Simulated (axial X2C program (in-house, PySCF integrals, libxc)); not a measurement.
Density and ELF of SiB⁻

Computed with an in-house relativistic program for diatomic molecules. Spin-free means the one-electron spin-free X2C Hamiltonian. Basis: Si dyall-av3z [9s8p3d2f], B dyall-av3z [8s7p3d2f] (cores contracted in-house); Gaussian nuclei, density fitting, unrestricted open shells. Masses: Si 27.977 u, B 11.009 u.

PBE0, without spin–orbit coupling, state M_S = 1, Λ = 1 (beyond evenly filled blocks: σα, π+α, π+β, π-α); Si at z = 0, B at z = 1.867 Å.

The maps cover the half plane through the axis: z from -2.4 to 4.2 Å along the bond, ρ from 0.15 to 2.25 Å away from it (steps of 0.3 Å, the bottom row nearest the axis).

log10 of the density in e/bohr³:

digits 0 to 9 span -4.05 to 1.07 evenly
```
00111222222222221111000
01122233333332222221100
11223333333333333222110
12233344444444443332211
12234445554444444433221
12334455555555555443221
22344556765555555543321
22344568986666875544321
```

Electron localisation function (collinear form, no current term, damped to 0 at low density):

digits 0 to 9 span 0.00 to 1.00 evenly
```
00012334333322221110000
00234555544433333321100
02456777655555555554210
13678888766666667776521
25788998766777778888752
36889983126787678999863
47899921512885018999874
57899808580780945999985
```

Axial spin density in 10⁻³ e/bohr³:

digits 0 to 9 span -8.48 to 8.48 evenly, values beyond are clipped
```
55555555555555555555555
55555555555555555555555
55555555556665555555555
55555556667766677665555
55556666789988899976555
55566777799999999997655
55567875579999999998655
55567875959999999999755
```

Occupations by symmetry block were frozen at the best pattern of an incomplete PBE0 search. PBE0 can misorder states that lie within some tenths of an eV, so this need not be the ground state of the molecule. The nearest other spin-free determinant of the search, M_S = 0, Λ = 1, lies 0.13 eV up at the distance of the search. The functionals have no current-density term, which raises determinants with orbital currents, atoms included. The highest occupied level of some functionals is positive through self-interaction error; at Hartree–Fock it is bound.
